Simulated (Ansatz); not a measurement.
Relaxation of BH2O2 (5 atoms, charge 1, multiplicity 1), to a largest force component of 0.02 eV/Å in at most 40 steps.

The calculation used Ansatz, RKS PBE/def2-SVP.

```xyz
5
Properties=species:S:1:pos:R:3:forces:R:3
O -0.744 -0.259 -0.935 -0.79 -0.23 -1.08
B 0.002 0.003 -0.002 -0.01 -0.01 0.00
O 0.734 0.259 0.944 0.76 0.23 1.09
H -1.353 -0.527 -1.622 -0.48 -0.21 -0.54
H 1.361 0.525 1.616 0.51 0.22 0.54
```

Question: Where does it end, and by what steps?

Answer: The run converged. Limits of this set-up: the dipole of an ion depends on the origin. After 11 steps the energy has fallen by 0.137 eV; H4 moved furthest, 0.28 Å.

| step | energy less start (eV) | largest force component (eV/Å) | accepted |
| --- | --- | --- | --- |
| 0 | 0.0000 | 1.092 | yes |
| 1 | -0.0605 | 0.145 | yes |
| 2 | -0.0627 | 0.031 | yes |
| 3 | -0.0635 | 0.266 | yes |
| 4 | -0.0814 | 0.333 | yes |
| 5 | -0.0837 | 0.464 | yes |
| 6 | -0.0389 | 2.008 | no |
| 7 | -0.1198 | 0.284 | yes |
| 8 | -0.1336 | 0.208 | yes |
| 9 | -0.1255 | 0.462 | no |
| 10 | -0.1368 | 0.027 | yes |
| 11 | -0.1369 | 0.002 | yes |

```xyz
5
Properties=species:S:1:pos:R:3
O -0.844 -0.013 -0.955
B -0.076 0.052 0.047
O 0.571 0.200 1.122
H -1.132 -0.702 -1.588
H 1.480 0.462 1.375
```

Whether the end is a true minimum wasn't checked by a vibrational analysis.

Time of the run: 10 s on 1 thread of Arm Neoverse V1, with other jobs on the host, peak memory 0.1 GiB.
